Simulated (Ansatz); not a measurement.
We consider BaPrO₃ (Pnma, No. 62; cell taken from a computed entry), described by PBEsol in Ansatz (PAW).

Run with plane-wave cutoff 520 eV, 6×4×6 k mesh (along the axes of the cell as run), Fermi–Dirac smearing 0.01 eV, spin-polarised start, scalar-relativistic PAW data made under PBE.

Cell (relaxed with PBEsol):

```yaml
crystal:
  lattice:
    - [6.15136, 0.00000, 0.00000]
    - [0.00000, 8.67866, 0.00000]
    - [0.00000, 0.00000, 6.17046]
  atoms:
    - { symbol: Ba, position: [0.02266, 0.25000, 0.99251] }
    - { symbol: Ba, position: [0.97734, 0.75000, 0.00749] }
    - { symbol: Ba, position: [0.47734, 0.75000, 0.49251] }
    - { symbol: Ba, position: [0.52266, 0.25000, 0.50749] }
    - { symbol: Pr, position: [0.00000, 0.00000, 0.50000] }
    - { symbol: Pr, position: [0.50000, 0.00000, 0.00000] }
    - { symbol: Pr, position: [0.50000, 0.50000, 0.00000] }
    - { symbol: Pr, position: [0.00000, 0.50000, 0.50000] }
    - { symbol: O, position: [0.27704, 0.45739, 0.72402] }
    - { symbol: O, position: [0.72296, 0.54261, 0.27598] }
    - { symbol: O, position: [0.22296, 0.54261, 0.22402] }
    - { symbol: O, position: [0.77704, 0.45739, 0.77598] }
    - { symbol: O, position: [0.77704, 0.04261, 0.77598] }
    - { symbol: O, position: [0.22296, 0.95739, 0.22402] }
    - { symbol: O, position: [0.72296, 0.95739, 0.27598] }
    - { symbol: O, position: [0.27704, 0.04261, 0.72402] }
    - { symbol: O, position: [0.48334, 0.25000, 0.07810] }
    - { symbol: O, position: [0.51666, 0.75000, 0.92190] }
    - { symbol: O, position: [0.01666, 0.75000, 0.57810] }
    - { symbol: O, position: [0.98334, 0.25000, 0.42190] }
```

Question: What does this level give for the band gap?

Answer: 
* **band gap**: 0.31 eV

Note: the magnetic order was assumed, not searched for or taken from measurement; the 4f shell is treated without U or exact exchange, so its levels and filling can be wrong.

Spin–orbit coupling is not included.

Cost on a shared machine: about 15 core-minutes (a rough figure).

Ansatz is a program for electronic structure.
